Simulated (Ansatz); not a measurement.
## Reading a saddle point

A first-order saddle point of C₂H₇N, closed shell, PBE0-D4/def2-TZVP, with one imaginary mode of 1014i cm⁻¹:

N1  (-1.191, 0.036, -0.040)
C2  (0.258, -0.565, 0.126)
H3  (0.326, -1.369, -0.611)
H4  (0.278, -1.000, 1.129)
C5  (1.092, 0.632, -0.101)
H6  (1.661, 0.970, 0.762)
H7  (1.699, 0.608, -1.004)
H8  (-0.631, 1.003, -0.217)
H9  (-1.717, -0.318, -0.840)
H10  (-1.776, 0.003, 0.795)
(Å)

Program: Ansatz 0.2.0. Basis: def2-TZVPP and def2-QZVPP. Cores are frozen in the correlated methods. Extrapolation: Hartree–Fock as exp(−7.88 √X), correlation as X^−2.97.

Question: Which contacts change along the imaginary mode, and what lies on either side? (Judge from chemistry; the calculation decides.)

Answer: The calculation gives: The step is C₂H₇N (CCN) → C₂H₄ (C=C) + NH₃, with the molecules in contact on both sides. Shortening one way: N1–H8; lengthening the same way: N1–C2, C5–H8.
```
 pair  one side (Å)  saddle (Å)  other side (Å)
N1–H8          2.68        1.13            1.01
N1–C2          1.46        1.58            3.56
C5–H8          1.09        1.77            2.81
```

Question: Which side is lower, and how far does the saddle lie above each? (Judge from chemistry; the value comes from the calculation.)

Answer: Computed: The side with N1–C2, C5–H8 short is lower by 64.2 kJ/mol; the saddle lies 302.3 kJ/mol above it and 238.0 kJ/mol above the other (CCSD(T) at an estimated basis limit (MP2 extrapolated from triple and quadruple zeta, plus CCSD(T) − MP2 in triple zeta); electronic energies).

No T1 diagnostic of these runs exceeds 0.014.

For scale, one of the runs: CCSD(T)/def2-TZVPP, 191 basis functions, launched by `ansatz run in.yaml --threads 2 --pin off --events-out ev --progress --plain --max-ram 4352MiB`. The run took 53 s on 2 CPU threads of an Arm Neoverse V1 (shared host), with 2.2 GiB of host memory at its peak.
